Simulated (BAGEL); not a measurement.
# PBE0/def2-SVP (density fitting with qzvpp-jkfit) run of C3H4ClO+ (SMILES CC(Cl)C#[O+])

Aim: the energy change on altering one bond length of C3H4ClO+ at PBE0/def2-SVP (density fitting with qzvpp-jkfit), from 2 runs. 

The results are computed with BAGEL 1.2.2.

1 further run of the same task is left out (set aside as unsound or not needed).

### 1 The system as given

C3H4ClO+ has 9 atoms, charge +1, and is taken as a singlet. SMILES: `CC(Cl)C#[O+]`. Geometry: relaxed at GFN2-xTB.

Bond lengths: C1–C2 1.521 Å, C2–Cl3 1.864 Å, C2–C4 1.401 Å, C4–O5 1.119 Å, C1–H6 1.086 Å, C1–H7 1.087 Å, C1–H8 1.089 Å, C2–H9 1.098 Å. Some angles: C1–C2–Cl3 114.1°, C1–C2–C4 116.6°, Cl3–C2–C4 89.6°, C2–C4–O5 176.5°, C1–C2–H9 112.1°, Cl3–C2–H9 108.8°, C4–C2–H9 113.6°, C2–C1–H6 111.9°, C2–C1–H7 108.9°, C2–C1–H8 109.6°.

### 2 The energy at PBE0/def2-SVP (density fitting with qzvpp-jkfit)

job.json

```json
{ "bagel" : [

{
  "title" : "molecule",
  "basis" : "svp",
  "df_basis" : "qzvpp-jkfit",
  "angstrom" : true,
  "geometry" : [
    { "atom" : "C", "xyz" : [      -0.361500,      -0.305420,       0.974450 ] },
    { "atom" : "C", "xyz" : [       0.165590,      -0.279860,      -0.452090 ] },
    { "atom" : "Cl", "xyz" : [       2.003730,       0.001050,      -0.579660 ] },
    { "atom" : "C", "xyz" : [      -0.054490,       0.895770,      -1.181130 ] },
    { "atom" : "O", "xyz" : [      -0.178570,       1.863470,      -1.729630 ] },
    { "atom" : "H", "xyz" : [      -0.095840,       0.594820,       1.521350 ] },
    { "atom" : "H", "xyz" : [       0.058050,      -1.166500,       1.489220 ] },
    { "atom" : "H", "xyz" : [      -1.445310,      -0.409690,       0.961510 ] },
    { "atom" : "H", "xyz" : [      -0.091650,      -1.193650,      -1.004020 ] }
  ]
},

{
  "title" : "ks",
  "xc_func" : "pbe0",
  "charge" : 1
},

{
  "title" : "print",
  "file" : "orbitals.molden",
  "orbitals" : true
}

]}
```

Run with:

```
$ BAGEL_NUM_THREADS=1 BAGEL job.json > job.out
```

The program printed:

```text
* using 1 threads per process

  ===============================================================
  ===============================================================

  *** Geometry ***

  { "atom" : "C", "xyz" : [     -0.683136,     -0.577160,      1.841444 ] },
  { "atom" : "C", "xyz" : [      0.312920,     -0.528859,     -0.854326 ] },
  { "atom" : "Cl", "xyz" : [      3.786501,      0.001984,     -1.095399 ] },
  { "atom" : "C", "xyz" : [     -0.102971,      1.692760,     -2.232012 ] },
  { "atom" : "O", "xyz" : [     -0.337448,      3.521448,     -3.268527 ] },
  { "atom" : "H", "xyz" : [     -0.181111,      1.124047,      2.874935 ] },
  { "atom" : "H", "xyz" : [      0.109699,     -2.204366,      2.814218 ] },
  { "atom" : "H", "xyz" : [     -2.731240,     -0.774202,      1.816991 ] },
  { "atom" : "H", "xyz" : [     -0.173193,     -2.255672,     -1.897323 ] },

  Number of auxiliary basis functions:      502

  Since a DF basis is specified, we compute 2- and 3-index integrals:
    o Being stored without compression. Storage requirement is 0.035 GB

  Number of basis functions:       94
  Number of electrons      :       47

    * METHOD: MOLECULE                             0.26

  *** Kohn-Sham DFT ***

    * Removing 18205 points whose weight is below 1.00e-10
    * Grid points: 115949

  === Nuclear Repulsion ===
   208.6520298110

       - DIIS with orbital gradients will be used.

  === KS iteration (pbe0 / svp) ===
      0       -610.84140754          0.13043825           0.43
      1       -548.90089584          0.20484820           0.42
      2       -563.16742579          0.16161053           0.42
      3       -612.42780639          0.13889876           0.42
      4       -630.40037309          0.15246641           0.42
      5       -648.33161435          0.06434045           0.42
      6       -649.14590066          0.06010484           0.42
      7       -650.64436480          0.02814489           0.42
      8       -651.08634942          0.01118430           0.42
      9       -651.14845367          0.00353384           0.41
     10       -651.15344291          0.00158990           0.41
     11       -651.15501719          0.00043255           0.41
     12       -651.15511749          0.00018891           0.42
     13       -651.15512760          0.00011508           0.42
     14       -651.15513504          0.00001590           0.42
     15       -651.15513517          0.00000615           0.42
     16       -651.15513520          0.00000156           0.42
     17       -651.15513520          0.00000052           0.43
     18       -651.15513520          0.00000033           0.42
     19       -651.15513520          0.00000010           0.42
     20       -651.15513520          0.00000005           0.42
     21       -651.15513520          0.00000001           0.42
    * SCF iteration converged.

    * Permanent dipole moment:
           (    1.239854,     0.402008,    -0.113186) a.u.

    * METHOD: KS                                   9.94

    * METHOD: PRINT                                0.02

  ===============================================================
```

Wall time 11 s (1 thread of Arm Neoverse V1, shared host); peak memory 0.51 GiB.

### 3 The distorted shape at the same level

dft.json

```json
{ "bagel": [

{
  "title": "molecule",
  "basis": "svp",
  "df_basis": "qzvpp-jkfit",
  "angstrom": true,
  "geometry": [
    { "atom": "C", "xyz": [      -0.328494,      -0.481733,       1.083786 ] },
    { "atom": "C", "xyz": [       0.198596,      -0.456173,      -0.342754 ] },
    { "atom": "Cl", "xyz": [       2.036736,      -0.175263,      -0.470324 ] },
    { "atom": "C", "xyz": [      -0.054490,       0.895770,      -1.181130 ] },
    { "atom": "O", "xyz": [      -0.178570,       1.863470,      -1.729630 ] },
    { "atom": "H", "xyz": [      -0.062834,       0.418507,       1.630686 ] },
    { "atom": "H", "xyz": [       0.091056,      -1.342813,       1.598556 ] },
    { "atom": "H", "xyz": [      -1.412304,      -0.586003,       1.070846 ] },
    { "atom": "H", "xyz": [      -0.058644,      -1.369963,      -0.894684 ] }
  ]
},

{
  "title": "ks",
  "xc_func": "pbe0",
  "charge": 1
},

{
  "title": "print",
  "file": "orbitals.molden",
  "orbitals": true
}

]}
```

Run with:

```
$ BAGEL_NUM_THREADS=1 BAGEL dft.json > dft.out
```

The program printed:

```text
* using 1 threads per process

  ===============================================================
  ===============================================================

  *** Geometry ***

  { "atom" : "C", "xyz" : [     -0.620764,     -0.910343,      2.048059 ] },
  { "atom" : "C", "xyz" : [      0.375292,     -0.862042,     -0.647711 ] },
  { "atom" : "Cl", "xyz" : [      3.848873,     -0.331199,     -0.888784 ] },
  { "atom" : "C", "xyz" : [     -0.102971,      1.692760,     -2.232012 ] },
  { "atom" : "O", "xyz" : [     -0.337448,      3.521448,     -3.268527 ] },
  { "atom" : "H", "xyz" : [     -0.118739,      0.790864,      3.081550 ] },
  { "atom" : "H", "xyz" : [      0.172071,     -2.537549,      3.020833 ] },
  { "atom" : "H", "xyz" : [     -2.668868,     -1.107385,      2.023606 ] },
  { "atom" : "H", "xyz" : [     -0.110821,     -2.588855,     -1.690708 ] },

  Number of auxiliary basis functions:      502

  Since a DF basis is specified, we compute 2- and 3-index integrals:
    o Being stored without compression. Storage requirement is 0.035 GB

  Number of basis functions:       94
  Number of electrons      :       47

    * METHOD: MOLECULE                             0.26

  *** Kohn-Sham DFT ***

    * Removing 17766 points whose weight is below 1.00e-10
    * Grid points: 116388

  === Nuclear Repulsion ===
   202.2153739882

       - DIIS with orbital gradients will be used.

  === KS iteration (pbe0 / svp) ===
      0       -607.00738666          0.12200452           0.43
      1       -576.67750028          0.22453196           0.42
      2       -610.86947290          0.13071522           0.42
      3       -598.82353927          0.14765092           0.41
      4       -639.77736356          0.09237360           0.41
      5       -650.76805125          0.02346900           0.41
      6       -650.26815522          0.03818525           0.42
      7       -651.12357370          0.00563887           0.42
      8       -651.11322299          0.00761183           0.42
      9       -651.14399844          0.00150281           0.43
     10       -651.14495371          0.00073311           0.42
     11       -651.14533985          0.00012115           0.42
     12       -651.14535161          0.00002132           0.42
     13       -651.14535174          0.00001490           0.43
     14       -651.14535186          0.00001012           0.43
     15       -651.14535191          0.00000169           0.42
     16       -651.14535191          0.00000030           0.43
     17       -651.14535191          0.00000010           0.43
     18       -651.14535191          0.00000003           0.42
     19       -651.14535191          0.00000001           0.41
     20       -651.14535191          0.00000001           0.42
    * SCF iteration converged.

    * Permanent dipole moment:
           (    1.335381,     0.269150,    -0.045492) a.u.

    * METHOD: KS                                   9.56

    * METHOD: PRINT                                0.02

  ===============================================================
```

Run time: 10 s. Hardware: 1 thread of Arm Neoverse V1, shared host; peak memory 0.51 GiB.

### 4 Results

At PBE0/def2-SVP (density fitting with qzvpp-jkfit):

```
                                                         quantity          value
                                        first shape: total energy  -651.15514 Eh
                                         first shape: HOMO energy      -14.87 eV
                                         first shape: LUMO energy       -8.29 eV
                                       first shape: HOMO–LUMO gap        6.58 eV
                                    distorted shape: total energy  -651.14535 Eh
                                     distorted shape: HOMO energy      -14.60 eV
                                     distorted shape: LUMO energy       -8.25 eV
                                   distorted shape: HOMO–LUMO gap        6.35 eV
energy change with the C2–C4 bond stretched from 1.401 to 1.611 Å       0.266 eV
```

**Reading.** With the C2–C4 bond stretched from 1.401 to 1.611 Å the energy rises by 0.27 eV (6.1 kcal/mol). The first shape isn't relaxed at this level, so the change isn't measured from a minimum.
